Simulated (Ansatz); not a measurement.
System: SrTaNO2 (I4/mcm, No. 140; cell taken from a computed entry). Method: LDA in Ansatz (plane waves, PAW).

Numerical settings: plane-wave cutoff 520 eV, 8×8×8 k mesh, Fermi–Dirac smearing 0.01 eV, scalar-relativistic PAW data made under PBE.

Cell (relaxed with PBEsol):

SrTaNO₂ is modelled in the tetragonal space group I4/mcm (No. 140), Pearson symbol tI20. Cell: a = 5.585 Å, b = 5.585 Å, c = 8.193 Å, α = 90.00°, β = 90.00°, γ = 90.00°. Sr on 4b has 4 O at 2.577 Å and 4 O at 3.144 Å and 4 N at 2.793 Å. Ta on 4c sees 4 O at 2.017 Å and 2 N at 2.048 Å (octahedral). N on 4a has 2 Ta at 2.048 Å and 4 Sr at 2.793 Å (octahedral). O on 8h sees 2 Ta at 2.017 Å and 2 Sr at 2.577 Å and 2 Sr at 3.144 Å. (Neighbours: up to the widest gap in distance over summed covalent radii, below 1.35, at either atom; cation-cation and far metal-metal contacts left out.)
(The calculation used a cell of 10 atoms; values per cell refer to that cell.)

Q: What does this level give for the band gap?

A: 
* **band gap**: 0.75 eV

Note: cell and atoms aren't relaxed at this level (pressure -5.0 GPa); this cell isn't known to be the ambient phase, and symmetry holds it in the calculation.

Spin–orbit coupling is not included.

Computed values are for the static lattice.

Ansatz is a first-principles code.
